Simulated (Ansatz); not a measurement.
Cubic perovskite SrTiO3 (cubic form, which distorts at low temperature), treated with PBE0 (PAW; Ansatz, an electronic-structure program).

Settings: plane-wave cutoff 500 eV, 6×6×6 k mesh, gaussian smearing 0.02 eV, no spin polarisation, scalar-relativistic PAW data made under PBE.

The cell is the one relaxed with r²SCAN: a = b = c = 3.907 Å, α = β = γ = 90.00°.

**Question.** Give the computed band gap.

**Answer.** 
- band gap = 4.08 eV (on the SCF k mesh)

Measured, for comparison: band gap 3.59 eV (zero-point renormalisation of 336 meV (experimental, the table's column) added back here, indirect; inputs from Miglio et al. (2020), arXiv:2011.12765).

Note: cell and atoms aren't relaxed at this level (pressure -1.9 GPa).

Spin–orbit coupling is not included.

Static lattice: no zero-point or thermal effects.

The result took very roughly 100 core-seconds.
